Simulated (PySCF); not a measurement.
All values below come from PySCF with r2SCAN-D4/def2-TZVP // r2SCAN-D4/def2-SVP. Isolated molecules, 0 K electronic values unless said otherwise. 

Reference species (SMILES): `[NH2]` (neutral, multiplicity 2).

```
Quantity                          Value
-----------------------------  --------
highest occupied spin orbital  -7.49 eV
dipole moment                    1.96 D
```

Changed species: `C[N]C` (free radical N(CH3)2; the reference has free radical NH2).

Question: Give the shifts of the highest occupied spin orbital and dipole moment.

Answer: the highest occupied spin orbital rises by 1.51 eV, to -5.98 eV; the dipole moment decreases by 0.25 D, to 1.71 D.
